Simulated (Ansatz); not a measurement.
Correlation energies of C$_{5}$H$_{12}$O, SMILES `CC(C)CCO` by basis set

```json
{"atom": "C1", "x (Å)": "1.6424", "y (Å)": "-0.3258", "z (Å)": "-1.1388"}
{"atom": "C2", "x (Å)": "0.5966", "y (Å)": "0.2219", "z (Å)": "-0.1788"}
{"atom": "C3", "x (Å)": "1.0966", "y (Å)": "0.1565", "z (Å)": "1.2569"}
{"atom": "C4", "x (Å)": "-0.7250", "y (Å)": "-0.5199", "z (Å)": "-0.3605"}
{"atom": "C5", "x (Å)": "-1.8893", "y (Å)": "0.0278", "z (Å)": "0.4430"}
{"atom": "O6", "x (Å)": "-2.1606", "y (Å)": "1.3899", "z (Å)": "0.1774"}
{"atom": "H7", "x (Å)": "2.5841", "y (Å)": "0.2224", "z (Å)": "-1.0546"}
{"atom": "H8", "x (Å)": "1.8525", "y (Å)": "-1.3792", "z (Å)": "-0.9259"}
{"atom": "H9", "x (Å)": "1.3066", "y (Å)": "-0.2584", "z (Å)": "-2.1772"}
{"atom": "H10", "x (Å)": "0.4195", "y (Å)": "1.2750", "z (Å)": "-0.4261"}
{"atom": "H11", "x (Å)": "0.4022", "y (Å)": "0.6288", "z (Å)": "1.9544"}
{"atom": "H12", "x (Å)": "1.2395", "y (Å)": "-0.8826", "z (Å)": "1.5724"}
{"atom": "H13", "x (Å)": "2.0577", "y (Å)": "0.6670", "z (Å)": "1.3563"}
{"atom": "H14", "x (Å)": "-0.5900", "y (Å)": "-1.5771", "z (Å)": "-0.0957"}
{"atom": "H15", "x (Å)": "-0.9966", "y (Å)": "-0.5091", "z (Å)": "-1.4249"}
{"atom": "H16", "x (Å)": "-2.7805", "y (Å)": "-0.5893", "z (Å)": "0.2632"}
{"atom": "H17", "x (Å)": "-1.6788", "y (Å)": "-0.0242", "z (Å)": "1.5135"}
{"atom": "H18", "x (Å)": "-2.3771", "y (Å)": "1.4765", "z (Å)": "-0.7547"}
```

Charge 0, multiplicity 1. The structure was optimised at the PBE0-D4/def2-TZVP level. It is one conformer, not always the lowest. Frozen core, restricted reference, the Gaussian-basis code of Ansatz. CBS rows extrapolate triple and quadruple zeta; past MP2 they add the triple-zeta difference.

| basis | HF (Eh) | MP2 corr. |
| --- | --- | --- |
| def2-SVP | -270.98711 | -0.91267 |
| def2-TZVPP | -271.29297 | -1.12604 |
| def2-QZVPP | -271.30587 | -1.20050 |

Problem. Estimate the CCSD correlation energy and the (T) correction in each basis where they were run (hartree).

Solution. 
```csv
basis,CCSD corr.,(T)
def2-SVP,-0.98682,-0.02762
def2-TZVPP,-1.18472,-0.04526
CBS(def2),-1.31433,as TZ
```
